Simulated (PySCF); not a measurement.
# BC: one state, many levels of theory

State: ⁴Σ⁻ (quartet), unpaired electrons σ ↑, π ↑↑. Set-up: basis B aug-cc-pVDZ, C aug-cc-pVDZ; no relativity; PySCF 2.14. De refers to B + C in their high-spin ground configurations, without counterpoise correction. The functionals are run spin-unrestricted. A positive dipole means B(−)C(+). Levels whose curve was spin-contaminated or gave no clean fit are not listed.

```tsv
Level	Re (Å)	ωe (cm⁻¹)	De (eV)	μ (D)
PBE	1.508	1161	4.99	-1.11
BLYP	1.510	1144	4.59	-1.00
r²SCAN	1.498	1173	4.74	-1.47
M06-L	1.488	1178	4.83	-1.54
PBE0	1.489	1201	4.65	-1.49
BHandHLYP	1.476	1209	3.99	-1.66
LC-ωPBE	1.465	1295	4.44	-2.03
```

(1) What does the step from GGA to meta-GGA do here, going from PBE to r²SCAN?

The state is the lowest determinant that a PBE0 search found; another state may lie lower at other levels.

The whole job (state search and all levels along the bond) took about 1.1 min on 1 thread of Intel Xeon 6975P-C (shared host), peak memory 0.6 GiB.

Results:

(1) r²SCAN less PBE: -1.0 pm in Re, +1.0 % in ωe, -0.25 eV in De.
